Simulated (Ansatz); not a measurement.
A run of Ansatz (development build ahead of 0.2.0) on singlet F₂ at this shape:

| atom | x (Å) | y (Å) | z (Å) |
| --- | --- | --- | --- |
| F | 0.0016 | -0.0089 | -0.6924 |
| F | 0.0037 | -0.0007 | 0.6790 |

Its results:

| Quantity | Value |
| --- | --- |
| Converged | yes |
| Reference energy | -198.68846 hartree |
| Correlation energy | -0.38948 hartree |
| Total energy | -199.07794 hartree |
| Spin squared of the determinant | 0.000 |

**Question.** Which input gives this output? Name the method, the orbitals and the basis set, and write the input.

**Answer.** RHF-MP2 in cc-pVDZ. An unrestricted run that stays on the closed shell gives the same numbers.

```yaml
crystal:
  periodic: [false, false, false]
  atoms:
    - { symbol: F, position_ang: [0.00164, -0.00893, -0.69241] }
    - { symbol: F, position_ang: [0.00368, -0.00067, 0.67895] }
basis:
  gaussian: { orbitals: cc-pVDZ }
hamiltonian:
  xc: hf
correlation:
  method: mp2
  frozen_orbitals: { F: 1 }
```
